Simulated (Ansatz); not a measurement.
A made-up structure of MgSi$_{2}$H$_{6}$, singlet:

Mg1  (-2.099, 0.844, -1.279)
Si2  (0.338, 0.804, -0.453)
Si3  (0.803, -0.998, 0.963)
H4  (-0.358, 0.652, 0.775)
H5  (1.320, 0.718, -1.579)
H6  (0.704, 2.041, 0.306)
H7  (2.211, -1.030, 1.448)
H8  (0.533, -2.283, 0.256)
H9  (-0.091, -0.953, 2.155)
(Å)

It is relaxed with PBE-D4/def2-SVP and then PBE0-D4/def2-TZVP (Ansatz 0.2.0). Atoms count as bonded within 1.22 times the sum of their covalent radii (H–H: 0.88 Å). The end point is not checked to be a true minimum.

(1) Does its bonding change? (A judgement: the text doesn't fix the answer.)

Results:

(1) The calculation gives: Yes. Formed: none; broken: Mg1–Si2.

Where it ends: The first stage lowers the energy by 3.08 eV in 22 steps. It ends as a complex of Si₂H₆ ([SiH3][SiH3]) + Mg:
```
atom    x (Å)    y (Å)    z (Å)
 Mg1  -2.2562  -0.5030  -2.0905
 Si2   0.6226   1.1213   0.1532
 Si3   0.7716  -1.0504   1.0096
  H4  -0.7341   1.6873   0.3831
  H5   0.8995   1.1322  -1.3087
  H6   1.6239   1.9872   0.8360
  H7   2.1404  -1.5877   0.7830
  H8  -0.2096  -1.9562   0.3540
  H9   0.5006  -1.0341   2.4725
```

Labels in which every atom is bracketed show which atoms are joined, not bond orders.

For scale, one of the runs: PBE0-D4/def2-TZVP relaxation, 142 basis functions, launched by `ansatz run in.yaml --threads 2 --pin off --events-out ev --progress --plain --max-ram 4352MiB`. Hardware: 2 CPU threads of an Intel Xeon Platinum 8223CL, shared host. Wall time about 38 s.
